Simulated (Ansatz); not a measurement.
# CN (doublet): wave-function methods side by side, def2-TZVPP

One table from this session's results is given with a row withheld; the runs are named, their logs left out.

Computed with Ansatz 0.2.0, Gaussian basis. Level: def2-TZVPP, core rule «outside noble gas», up to 2 orbitals frozen.

To be run: UHF; ROHF; CCSD(T) on UHF.

2 further runs of the same task are left out: 2 set aside as unsound or not needed.

## The system

The geometry is a PBE0/def2-TZVP stationary point (not a proven minimum).

2 atoms, charge 0, spin multiplicity 2.

Atoms are counted from 1 here; the program's logs count them from 0.

Bond lengths: N1–C2 1.160 Å.

Set-up of the first run:

in.yaml reads:

```yaml
crystal:
  periodic: [false, false, false]
  atoms:
    - {symbol: N, position_ang: [0.000000, 0.000000, 0.000000]}
    - {symbol: C, position_ang: [0.000000, 0.000000, 1.160084]}
basis:
  gaussian: {orbitals: def2-TZVPP}
magnetization: {spin_polarized: true, initial_magnetization: 1}
hamiltonian: {xc: hf}
output: {orbitals: {seedname: orbitals}}
```

The run is started by

```sh
ansatz run in.yaml --threads 1 --pin off --events-out ev --progress --plain --max-ram 2816MiB --backend cpu
```

Among the steps run: UHF; ROHF; CCSD(T) on UHF.

One table of the session follows, with a row left open; its other results are not shown here.

It belongs to the step «Misses and costs». 

```
  method  from UCCSD(T) (meV)
    ROHF              +9380.7
     UHF                    ?
    UMP2              +1453.7
   UCCSD               +489.6
UCCSD(T)                    0
```

**Question.** Estimate the row for UHF.

**Answer.** from UCCSD(T) (meV): +8947.4. In the column «from UCCSD(T) (meV)» it lies between UMP2 (+1453.7) and ROHF (+9380.7).

With the free atoms at the same levels and basis (separate runs), the atomisation energy is 7.372 eV at UCCSD(T), 3.713 eV at ROHF.
